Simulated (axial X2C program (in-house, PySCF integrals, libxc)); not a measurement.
# All-electron X2C curves of NaLi

What are the state, bond length, wavenumber and bond energy of NaLi, and what does spin–orbit coupling change?

The runs use an in-house X2C program for linear molecules on PySCF integrals; all-electron X2C, Na dyall-cv3z, Li dyall-cv3z.

All values are calculated.

## 1. Input

Contents of task.json:

```json
{
 "zs": [
  11,
  3
 ],
 "q": 0,
 "bas": [
  "dyall-cv3z",
  "dyall-cv3z"
 ],
 "levels": [
  "PBE0",
  "HF",
  "M06"
 ],
 "cc": true,
 "r0": 2.88,
 "thr": -2.0,
 "nmax": 90,
 "npts": 10,
 "nst": 2,
 "ntry": 6
}
```

Keys: zs atomic numbers; q charge; bas basis sets; levels methods (HF also brings MP2); cc coupled cluster on or off; r0 starting distance in Å; thr threshold in hartree for freezing inner shells (an s shell follows its p shell); nmax most natural virtual spinors; npts points asked for on the curve; nst determinants followed; ntry starts of the search.

The run is started by

```console
$ python so2c.py task.json out
```

Spin-free means the one-electron spin-free X2C Hamiltonian; two-component (2c) means X2C with spin–orbit coupling and atomic mean-field two-electron Coulomb and Gaunt terms. Basis: Na dyall-cv3z contracted to [9s8p5d2f], Li dyall-cv3z contracted to [7s8p2d]; Gaussian nuclei, density fitting. Masses: Na 22.990 u, Li 7.016 u.

Notation: σ, π±, δ± give the projection m of an orbital's angular momentum (0, ±1, ±2), α and β its spin, Λ and M_S the sums; ω is the projection of a spinor's total angular momentum and Ω the sum. Logs are in hartree.

The results follow Hamiltonian by Hamiltonian and level by level.

## 2. State search with PBE0

Determinants are compared with PBE0 at 2.880 Å.

Spin-free determinants:

```tsv
ΔE (eV)	state	open shells
0.00	M_S = 0, Λ = 0	closed shell
0.97	M_S = 1, Λ = 0	beyond closed shells: 2 × σα
1.46	M_S = 1, Λ = 1	beyond closed shells: σα, π+α
1.93	M_S = 0, Λ = 1	beyond closed shells: σα, π+β
3.90	M_S = 1, Λ = 0	beyond closed shells: π+α, π-α
4.35	M_S = 0, Λ = 0	beyond closed shells: π+β, π-α
5.66	M_S = 1, Λ = 2	beyond closed shells: σα, δ+α
```

Two-component determinants:

```tsv
ΔE (eV)	state	open shells
0.00	Ω = 0	closed shell
0.97	Ω = 1	excess of +ω over −ω: 2 × ω = 1/2
1.46	Ω = 2	excess of +ω over −ω: ω = 1/2, ω = 3/2
1.93	Ω = 1	excess of +ω over −ω: ω = -1/2, ω = 3/2
5.66	Ω = 3	excess of +ω over −ω: ω = 1/2, ω = 5/2
5.83	Ω = 2	excess of +ω over −ω: ω = -1/2, ω = 5/2
```

## 3. PBE0, spin-free

State followed: M_S = 0, Λ = 0 (closed shell). The scan is laid around 2.918 Å, a first estimate of the minimum, and this SCF restarts from the orbitals of the search.

The SCF at the reference distance of 2.918 Å:

```text
spin-free X2C-1e  PBE0
basis functions 113  fitting functions 510  grid points 4367
iter        total energy     max residual
   1       -169.863488815     1.11e-01
   2       -169.891243388     1.26e-03
   3       -169.891257489     6.27e-04
   4       -169.891262464     4.23e-05
   5       -169.891262503     1.38e-05
   6       -169.891262505     1.60e-06
   7       -169.891262505     3.39e-07
converged
one-electron -250.08248955  Coulomb 90.38799979  exact exchange -3.94694550  xc functional -12.23435362  nuclear repulsion 5.98452637
```

Along the bond, energies from the lowest point:

```
R (Å)  E (eV)  μ (D)  HOMO (eV)  LUMO (eV)  iterations
2.539  0.1179  -0.26      -3.82      -1.23           8
2.655  0.0525  -0.29      -3.78      -1.26           8
2.743  0.0222  -0.31      -3.75      -1.29           8
2.830  0.0053  -0.34      -3.72      -1.32           7
2.918  0.0000  -0.36      -3.69      -1.35           7
3.020  0.0061  -0.39      -3.66      -1.39           8
3.122  0.0231  -0.43      -3.63      -1.43           8
3.254  0.0576  -0.47      -3.60      -1.48           8
3.414  0.1144  -0.52      -3.56      -1.54           8
3.647  0.2155  -0.58      -3.51      -1.64           9
```

Dipoles are positive if Li is the positive end.

Outer orbitals at the reference distance:

| symmetry | occupied | ε (eV) | atomic character |
| --- | --- | --- | --- |
| π-α | yes | -31.49 | 100% Na p |
| π+α | yes | -31.49 | 100% Na p |
| σα | yes | -31.49 | 100% Na p |
| σα | yes | -3.69 | 45% Na s, 44% Li s, 6% Li p |
| σα | no | -1.35 | 37% Li p, 28% Na p, 18% Li s |
| π+α | no | -0.68 | 59% Li p, 39% Na p |
| π-α | no | -0.68 | 59% Li p, 39% Na p |
| σα | no | -0.25 | 35% Na p, 35% Li p, 23% Na s |

PBE0 fields in the half plane through the axis: z from -2.4 to 5.1 Å across, distance from the axis 0.15 to 2.25 Å upwards; Na lies at z = 0 and Li at z = 2.918 Å; the ELF is damped to zero where the density is low.

log10 density (e/bohr³). Ten even steps from ' ' (-4.13 ) to '@' (0.80 ):
```
      ........::::::::::::::::::::::::::......      
    ......::::::::::::::::----::::::::::::......    
  ......::::::::::------------------::::::::......  
  ....::::::::--------------------------::::::......
......::::----======--------------------::::::::....
....::::::--==++**++==================----::::::....
....::::--==**##%%##**============****++--::::::....
....::::--++**%%@@%%**++========++%%@@**==::::::....
```

ELF. Ten even steps from ' ' (0.00 ) to '@' (1.00 ):
```
        ::==++##%%%%@@@@@@@@@@@@@@@@%%##**--..      
      ::==****####%%@@@@@@@@@@@@@@@@@@@@%%**==..    
    ::==++==::::--==##@@@@@@@@@@@@@@@@@@@@%%##--..  
  ..--==::..        ::##@@@@@@@@@@@@####%%%%%%**::  
  ::--::              ::%%@@@@@@++..    ..**%%##==..
..----      ..--==--    ==@@@@++            **%%++::
..--::      ++%%%%%%==  ::@@@@    %%@@**    ::##**--
..--..    ::##%%..%%**  ..%%##  ==@@@@@@..    ****--
```

Re = 2.919 Å, ωe = 253.7 cm⁻¹, ωexe = 1.31 cm⁻¹, Be = 0.368 cm⁻¹, De = 0.745 eV, μ = -0.36 D.

## 4. HF, spin-free

The SCF at the reference distance of 2.918 Å:

```text
spin-free X2C-1e  HF
basis functions 113  fitting functions 510  grid points 4367
iter        total energy     max residual
   1       -169.497745375     2.69e-02
   2       -169.503430879     2.15e-03
   3       -169.503630681     4.89e-04
   4       -169.503649343     1.54e-04
   5       -169.503651662     6.54e-05
   6       -169.503652212     1.18e-05
   7       -169.503652232     2.54e-06
   8       -169.503652232     2.20e-07
converged
one-electron -250.06858960  Coulomb 90.40395889  exact exchange -15.82354790  xc functional 0.00000000  nuclear repulsion 5.98452637
```

Re = 2.999 Å, ωe = 248.7 cm⁻¹, ωexe = 1.09 cm⁻¹, Be = 0.3488 cm⁻¹, De = 0.062 eV, μ = -0.69 D.

## 5. M06, spin-free

Output at 2.918 Å:

```text
spin-free X2C-1e  M06
basis functions 113  fitting functions 510  grid points 4367
iter        total energy     max residual
   1       -169.994964427     2.52e-02
   2       -169.998333995     5.05e-03
   3       -169.998609533     2.95e-03
   4       -169.998701198     4.90e-04
   5       -169.998711928     1.42e-04
   6       -169.998712736     6.77e-05
   7       -169.998712829     2.57e-05
   8       -169.998712836     5.87e-06
   9       -169.998712836     1.80e-06
converged
one-electron -250.09028677  Coulomb 90.41667749  exact exchange -4.26844920  xc functional -12.04118074  nuclear repulsion 5.98452637
```

Re = 2.958 Å, ωe = 276.9 cm⁻¹, Be = 0.3584 cm⁻¹, De = 0.964 eV, μ = -0.76 D.

## 6. MP2 and beyond, spin-free

Correlated methods: 10 electrons correlated (frozen shells, counted by type: Na 1 s; Li 1 s), 194 virtual spinors in MP2, 90 natural virtuals in coupled cluster.

Output of the correlated part at 2.918 Å:

```text
correlated 10  virtual 194  natural virtual 90  E(MP2) -0.293466639  MP2 remainder -0.006497737
iter   CCSD correlation   residual
   1     -0.294116521   1.31e-01
   2     -0.301190925   6.50e-02
   3     -0.300568689   1.52e-02
   4     -0.300496819   5.32e-03
   5     -0.300561154   1.66e-03
   6     -0.300549403   4.66e-04
   7     -0.300547981   1.58e-04
   8     -0.300549173   5.89e-05
   9     -0.300548778   2.37e-05
  10     -0.300548965   1.02e-05
  11     -0.300548888   4.17e-06
  12     -0.300548899   1.53e-06
(T) -0.004003456  T1 0.0141  D1 0.0290  max T2 0.139
```

T1 in the output is the amplitude norm over the root of the electron number; divide by √2 for the Lee–Taylor value.

MP2: Re = 2.918 Å, ωe = 256.6 cm⁻¹, Be = 0.3682 cm⁻¹, De = 0.607 eV.

CCSD: Re = 2.910 Å, ωe = 254.8 cm⁻¹, ωexe = 1.5 cm⁻¹, Be = 0.3704 cm⁻¹, De = 0.847 eV. T1 at Re = 0.010 (Lee–Taylor, the printed value over √2).

CCSD(T): Re = 2.904 Å, ωe = 254.4 cm⁻¹, ωexe = 1.54 cm⁻¹, Be = 0.3718 cm⁻¹, De = 0.861 eV. T1 at Re = 0.010 (Lee–Taylor, the printed value over √2).

## 7. A higher determinant, spin-free

State: M_S = 1, Λ = 0 (beyond closed shells: 2 × σα).

Output at the reference distance:

```text
spin-free X2C-1e  PBE0
basis functions 113  fitting functions 510  grid points 4367
iter        total energy     max residual
   1       -169.821475325     1.27e-01
   2       -169.856138843     5.49e-03
   3       -169.856287324     6.84e-04
   4       -169.856295707     2.80e-04
   5       -169.856297306     3.70e-05
   6       -169.856297383     9.83e-06
   7       -169.856297389     1.96e-06
   8       -169.856297389     2.02e-07
converged
one-electron -249.67205635  Coulomb 90.01842174  exact exchange -3.95284127  xc functional -12.23434788  nuclear repulsion 5.98452637
```

```
R (Å)  E above the lowest PBE0 point (eV)
2.539                               1.280
2.655                               1.153
2.743                               1.075
2.830                               1.008
2.918                               0.951
3.020                               0.897
3.122                               0.853
3.254                               0.810
3.414                               0.771
```

No constants are quoted: the lowest point is the long end of the scan.

## 8. The spin-free curves together

Energy (eV) of the followed determinant, spin-free, from each level's lowest point:

```csv
R (Å),PBE0,HF,MP2,CCSD,CCSD(T),M06
2.539,0.118,0.170,0.119,n/a,n/a,0.141
2.655,0.053,0.088,0.053,0.049,0.047,0.073
2.743,0.022,0.046,0.022,0.020,0.018,0.036
2.830,0.005,0.019,0.005,0.004,0.004,0.012
2.918,0.000,0.004,0.000,0.000,0.000,0.000
3.020,0.006,0.000,0.006,0.007,0.008,0.002
3.122,0.023,0.008,0.024,0.025,0.026,0.017
3.254,0.058,0.034,0.059,0.061,0.062,0.052
3.414,0.114,0.083,0.118,n/a,n/a,0.109
3.647,0.215,0.178,0.223,n/a,n/a,0.199
```

## 9. PBE0, 2c

State followed: Ω = 0 (closed shell). The scan is laid around 2.918 Å, a first estimate of the minimum, and this SCF restarts from the orbitals of the search.

Output at 2.918 Å:

```text
two-component X2C + atomic mean field  PBE0
basis functions 113  fitting functions 510  grid points 4367
iter        total energy     max residual
   1       -169.848297434     1.11e-01
   2       -169.876071620     1.26e-03
   3       -169.876085686     6.22e-04
   4       -169.876090583     4.27e-05
   5       -169.876090622     1.38e-05
   6       -169.876090625     1.60e-06
   7       -169.876090625     3.41e-07
converged
one-electron -250.04066222  Coulomb 90.37438912  exact exchange -3.94643669  xc functional -12.23276658  nuclear repulsion 5.98452637  atomic mean-field constant -0.01514063
```

Along the bond, energies from the lowest point:

```
R (Å)  E (eV)  μ (D)  HOMO (eV)  LUMO (eV)  iterations
2.539  0.1179  -0.26      -3.82      -1.23           8
2.655  0.0526  -0.29      -3.78      -1.26           8
2.743  0.0222  -0.31      -3.75      -1.29           8
2.830  0.0053  -0.34      -3.72      -1.32           7
2.918  0.0000  -0.36      -3.69      -1.35           7
3.020  0.0060  -0.39      -3.66      -1.39           8
3.122  0.0230  -0.43      -3.63      -1.43           8
3.254  0.0576  -0.47      -3.60      -1.48           8
3.414  0.1143  -0.52      -3.56      -1.54           8
3.647  0.2154  -0.58      -3.51      -1.64           9
```

Dipoles are positive if Li is the positive end.

Outer spinors at the reference distance:

| ω | occupied | ε (eV) | atomic character | λ mixture |
| --- | --- | --- | --- | --- |
| 1/2 | yes | -31.59 | 100% Na p | 68% π, 32% σ |
| 3/2 | yes | -31.43 | 100% Na p | 100% π |
| 1/2 | yes | -31.43 | 100% Na p | 68% σ, 32% π |
| 1/2 | yes | -3.69 | 45% Na s, 44% Li s, 6% Na p | 100% σ |
| 1/2 | no | -1.35 | 37% Li p, 28% Na p, 18% Li s | 100% σ |
| 1/2 | no | -0.68 | 59% Li p, 39% Na p | 100% π |
| 3/2 | no | -0.68 | 59% Li p, 39% Na p | 100% π |
| 1/2 | no | -0.25 | 35% Na p, 35% Li p, 23% Na s | 100% σ |

PBE0 fields in the half plane through the axis: z from -2.4 to 5.1 Å across, distance from the axis 0.15 to 2.25 Å upwards; Na lies at z = 0 and Li at z = 2.918 Å; the ELF is damped to zero where the density is low.

log10 density (e/bohr³). Ten even steps from '0' (-4.13 ) to '9' (0.80 ):
```
00011112222222222222111000
00111222222223322222211100
01112222233333333322221110
01122223333333333333222111
11122334443333333333222211
11222345654444444443322211
11223467876444444665322211
11223568986544445896422211
```

ELF. Ten even steps from '0' (0.00 ) to '9' (1.00 ):
```
00002457889999999987631000
00024667789999999999864100
00245422347999999999987310
01342100002799999977888620
02320000000289995100168741
13300013430049950000005852
13200058884029900896002763
13100278186018704999100663
```

Re = 2.919 Å, ωe = 253.7 cm⁻¹, ωexe = 1.31 cm⁻¹, Be = 0.368 cm⁻¹, De = 0.745 eV, μ = -0.36 D.

## 10. HF, 2c

The SCF at the reference distance of 2.918 Å:

```text
two-component X2C + atomic mean field  HF
basis functions 113  fitting functions 510  grid points 4367
iter        total energy     max residual
   1       -169.482634117     2.69e-02
   2       -169.488318095     2.15e-03
   3       -169.488517926     4.89e-04
   4       -169.488536595     1.54e-04
   5       -169.488538915     6.54e-05
   6       -169.488539465     1.18e-05
   7       -169.488539485     2.54e-06
   8       -169.488539486     2.20e-07
converged
one-electron -250.02673683  Coulomb 90.39031755  exact exchange -15.82150595  xc functional 0.00000000  nuclear repulsion 5.98452637  atomic mean-field constant -0.01514063
```

Re = 2.999 Å, ωe = 248.6 cm⁻¹, ωexe = 1.09 cm⁻¹, Be = 0.3487 cm⁻¹, De = 0.062 eV, μ = -0.69 D.

## 11. M06, 2c

The SCF at the reference distance of 2.918 Å:

```text
two-component X2C + atomic mean field  M06
basis functions 113  fitting functions 510  grid points 4367
iter        total energy     max residual
   1       -169.979783525     2.52e-02
   2       -169.983151700     5.05e-03
   3       -169.983427259     2.95e-03
   4       -169.983518940     4.90e-04
   5       -169.983529690     1.42e-04
   6       -169.983530499     6.82e-05
   7       -169.983530592     2.54e-05
   8       -169.983530600     5.82e-06
   9       -169.983530600     1.79e-06
converged
one-electron -250.04854004  Coulomb 90.40313666  exact exchange -4.26789516  xc functional -12.03961780  nuclear repulsion 5.98452637  atomic mean-field constant -0.01514063
```

Re = 2.958 Å, ωe = 276.9 cm⁻¹, Be = 0.3583 cm⁻¹, De = 0.964 eV, μ = -0.76 D.

## 12. Correlated methods, 2c

Correlated methods: 10 electrons correlated (frozen shells, counted by type: Na 1 s; Li 1 s), 194 virtual spinors in MP2, 90 natural virtuals in coupled cluster.

Output of the correlated part at 2.918 Å:

```text
correlated 10  virtual 194  natural virtual 90  E(MP2) -0.293435070  MP2 remainder -0.006501920
iter   CCSD correlation   residual
   1     -0.294085658   1.31e-01
   2     -0.301159040   6.50e-02
   3     -0.300537211   1.52e-02
   4     -0.300465314   5.32e-03
   5     -0.300529628   1.66e-03
   6     -0.300517878   4.66e-04
   7     -0.300516456   1.58e-04
   8     -0.300517648   5.88e-05
   9     -0.300517253   2.37e-05
  10     -0.300517440   1.02e-05
  11     -0.300517363   4.17e-06
  12     -0.300517374   1.53e-06
(T) -0.004003795  T1 0.0141  D1 0.0291  max T2 0.139
```

MP2: Re = 2.918 Å, ωe = 256.6 cm⁻¹, Be = 0.3682 cm⁻¹, De = 0.607 eV.

CCSD: Re = 2.910 Å, ωe = 254.8 cm⁻¹, ωexe = 1.5 cm⁻¹, Be = 0.3704 cm⁻¹, De = 0.847 eV. T1 at Re = 0.010 (Lee–Taylor, the printed value over √2).

CCSD(T): Re = 2.904 Å, ωe = 254.3 cm⁻¹, ωexe = 1.54 cm⁻¹, Be = 0.3717 cm⁻¹, De = 0.861 eV. T1 at Re = 0.010 (Lee–Taylor, the printed value over √2).

## 13. A higher determinant, 2c

State: Ω = 1 (excess of +ω over −ω: 2 × ω = 1/2).

Output at the reference distance:

```text
two-component X2C + atomic mean field  PBE0
basis functions 113  fitting functions 510  grid points 4367
iter        total energy     max residual
   1       -169.806261008     1.27e-01
   2       -169.840966257     5.49e-03
   3       -169.841114369     6.82e-04
   4       -169.841122767     2.80e-04
   5       -169.841124361     3.73e-05
   6       -169.841124437     9.86e-06
   7       -169.841124443     1.97e-06
   8       -169.841124443     2.03e-07
converged
one-electron -249.63017912  Coulomb 90.00476152  exact exchange -3.95233263  xc functional -12.23275995  nuclear repulsion 5.98452637  atomic mean-field constant -0.01514063
```

```csv
R (Å),E above the lowest PBE0 point (eV)
2.539,1.280
2.655,1.153
2.743,1.075
2.830,1.008
2.918,0.951
3.020,0.897
3.122,0.853
3.254,0.810
3.414,0.771
```

No constants are quoted: the lowest point is the long end of the scan.

## 14. The 2c curves together

Energy (eV) of the followed determinant, 2c, from each level's lowest point:

```csv
R (Å),PBE0,HF,MP2,CCSD,CCSD(T),M06
2.539,0.118,0.170,0.119,n/a,n/a,0.141
2.655,0.053,0.088,0.053,0.049,0.047,0.073
2.743,0.022,0.046,0.022,0.020,0.018,0.036
2.830,0.005,0.019,0.005,0.004,0.004,0.012
2.918,0.000,0.004,0.000,0.000,0.000,0.000
3.020,0.006,0.000,0.006,0.007,0.008,0.002
3.122,0.023,0.008,0.024,0.025,0.026,0.017
3.254,0.058,0.034,0.059,0.061,0.062,0.052
3.414,0.114,0.083,0.118,n/a,n/a,0.109
3.647,0.215,0.178,0.223,n/a,n/a,0.199
```

The whole job took 45 s on 1 thread of Arm Neoverse V2, shared host.

## 15. Results

Lowest determinant that the search found at its distance, spin-free: M_S = 0, Λ = 0 (closed shell).

Lowest determinant that the search found at its distance, 2c: Ω = 0 (closed shell).

```tsv
Hamiltonian	level	Re (Å)	ωe (cm⁻¹)	De (eV)	μ (D)
spin-free	PBE0	2.919	253.7	0.745	-0.36
spin-free	HF	2.999	248.7	0.062	-0.69
spin-free	MP2	2.918	256.6	0.607	n/a
spin-free	CCSD	2.910	254.8	0.847	n/a
spin-free	CCSD(T)	2.904	254.4	0.861	n/a
spin-free	M06	2.958	276.9	0.964	-0.76
2c	PBE0	2.919	253.7	0.745	-0.36
2c	HF	2.999	248.6	0.062	-0.69
2c	MP2	2.918	256.6	0.607	n/a
2c	CCSD	2.910	254.8	0.847	n/a
2c	CCSD(T)	2.904	254.3	0.861	n/a
2c	M06	2.958	276.9	0.964	-0.76
```

Dipoles are positive if Li is the positive end.

Time per point (s) on 1 thread of Arm Neoverse V2, shared host (2c runs; CCSD comes with the CCSD(T) run); the times are rough: PBE0 0.096, HF 0.039, MP2 0.11, CCSD(T) 2.3, M06 0.19.

In words: At CCSD(T), going from spin-free to two-component changes Re by 0 mÅ, ωe by 0.0 %; the spin-free picture holds up (part of it comes from the scalar share of the two-electron terms). De moves by 0.00 eV; both De rest on single-determinant atoms, which can miss part of an open shell's spin–orbit lowering.

De refers to Na + Li, each in the lowest determinant found, which need not be this curve's own limit. Each curve is one determinant whose occupation by symmetry is held fixed; it was picked as the lowest of a PBE0 search that is not exhaustive. The closed shell is kept restricted; where the fragments are open shells, the energy then runs too high at long range. De is counted from the lowest determinant-based energies of the atoms at the same level, without counterpoise correction. CCSD and (T) use frozen natural virtuals with an MP2 correction for the truncation. The meta-GGAs lack a current-density term, which matters for open shells with orbital currents, atoms included.
